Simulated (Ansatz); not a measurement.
Compare A (`CC(Cl)/C=C/O`) with its isomer B (`C=COCCCl`).

Isolated molecules relaxed with PBE0-D4/def2-TZVP in Ansatz; ΔE leaves out vibrations. CCSD(T)/CBS adds triple-zeta CCSD(T) − MP2 to the extrapolated MP2 energy (def2 sets, frozen cores). DFT in def2-TZVPP. B3LYP here is the variant with VWN-RPA as its local correlation; programs differ in this. One conformer a species, not always the lowest.

Question: Which is lower in electronic energy at CCSD(T)/CBS, and by how much? (An estimate is asked.)

Answer: Computed: A, by 43.2 kJ/mol.

Question: Give E(B) − E(A) in kJ/mol with B3LYP-D4, CCSD/def2-TZVPP, HF/def2-TZVPP, B3LYP, CCSD(T)/def2-TZVPP, PBE0-D4, ωB97M-V. (Estimate.)

Answer: The calculation gave: B3LYP-D4 40.9, CCSD/def2-TZVPP 39.1, HF/def2-TZVPP 28.9, B3LYP 38.6, CCSD(T)/def2-TZVPP 40.8, PBE0-D4 45.1, ωB97M-V 40.9. None reverses the order clearly.

Largest T1 diagnostic: 0.011.

In def2-TZVPP, CCSD(T) changes the Hartree–Fock value by +11.8 kJ/mol (the triples alone add +1.7 kJ/mol) and MP2 by +18.5 kJ/mol.
